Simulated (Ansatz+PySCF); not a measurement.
Two shapes of singlet C3H8.

Shape 1:

```xyz
11

C     0.0000   -0.2568   -1.2710
C     0.0000    0.5795    0.0000
C     0.0000   -0.2568    1.2710
H     0.0000    0.3730   -2.1741
H     0.8875   -0.9088   -1.3208
H    -0.8875   -0.9088   -1.3208
H    -0.8792    1.2471    0.0000
H     0.8792    1.2471    0.0000
H     0.0000    0.3730    2.1741
H    -0.8875   -0.9088    1.3208
H     0.8875   -0.9088    1.3208
```

Shape 2:

```xyz
11

C     0.0322   -0.2933   -1.2827
C    -0.0433    0.6039   -0.0050
C     0.0374   -0.2624    1.3038
H     0.0328    0.3817   -2.1374
H     0.8800   -0.9197   -1.3690
H    -0.9103   -0.9491   -1.3021
H    -0.8790    1.2199   -0.0419
H     0.9135    1.2110   -0.0040
H     0.0069    0.3543    2.2199
H    -0.9353   -0.9148    1.3071
H     0.8800   -0.8857    1.2771
```

Basis set: def2-SVP (spherical functions). Frozen core: 3 orbitals. Charge 0, multiplicity 1.

Computed with Ansatz (development build ahead of 0.2.0); each method stands on the lowest determinant of its kind that the runs found.

(1) Which shape is lower in energy, and by how much in each method?

Answers

(1)

```tsv
method	E(2) − E(1) (eV)
RHF-MP2	0.447
UHF-MP2	0.447
RHF-CCSD(T)	0.432
PBE (unrestricted)	0.421
PBE0 (unrestricted)	0.446
```

Shape 1 is lower.
